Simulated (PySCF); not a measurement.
NMR data sheet: C6H6

```yaml
Formula: C6H6
SMILES: c1ccccc1
Point_group_of_the_computed_structure: D6h
Degrees_of_unsaturation: 4
Carbon_signals: 1
Proton_signals: 1
```

Mapped SMILES: `[cH:1]1[cH:2][cH:3][cH:4][cH:5][cH:6]1`; H(Xn) means a hydrogen on atom n.

Calculated, not measured (PySCF 2.14): B3LYP/pcJ-2 coupling constants (without the spin–dipole term), geometry: PBE0-D3(BJ)/def2-TZVP, B97-2/pcSseg-2 with gauge-including orbitals. Fast rotation and ring inversion assumed for equivalent nuclei, a single conformation, no relativistic terms, no solvent.

Shifts are taken against calculated references (same method and geometry level): ¹H (σ = 31.64 ppm) and ¹³C (σ = 185.38 ppm) vs TMS.

| carbon | δC, type | δH (multiplicity, J in Hz) | HMBC from (abs. J ≥ 3 Hz) | span of the C tensor (ppm) |
| --- | --- | --- | --- | --- |
| C1/C2/C3/C4/C5/C6 | 135.1, CH | 7.65 (s) | H(C1)/H(C2)/H(C3)/H(C4)/H(C5)/H(C6) | 239 |

Selected couplings (Hz, signed; the shortest-range and largest first, 30 at most; isotopes ¹³C, ¹H): ¹J(C1,H(C1)) 164.4.

1. Carbon types of the structure: 6 × CH, which accounts for all hydrogens.
2. δC 135.1: aromatic CH; the aromatic region.
3. δH 7.65: hydrogen on an aromatic CH; aromatic region.

Shifts are as computed. Against solution values, carbons near 30 ppm lie about +3 ppm off and those near 130 ppm about +7 ppm. Of 1309 compounds with measured shifts, 239 miss one by over three times the rms of a fit or turn the order of signals round; such compounds aren't used in these exercises.
